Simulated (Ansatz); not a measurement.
We consider fcc Pb, described by PBEsol (Ansatz, a first-principles code, plane waves, PAW).

A relaxed, unreconstructed slab of the (110) face has 8 atoms, two equal faces of 17.213 Å² each and an energy of -94038.6188 eV. A bulk cell of 2 atoms with the same orientation and in-plane k mesh has -23509.8919 eV. Energies are extrapolated to zero smearing.

Run with plane-wave cutoff 500 eV, 12×16×1 k mesh (along the axes of the cell as run), Fermi–Dirac smearing 0.1 eV, scalar-relativistic PAW data made under PBE.

Worked out: γ = (E_slab − N E_bulk per atom)/2A = [-94038.6188 − 8 × (-23509.8919/2)]/(2 × 17.213) = 0.0276 eV/Å². With 16.022 J/m² per eV/Å² this is 0.44 J/m², or 0.47 eV per surface cell and face.
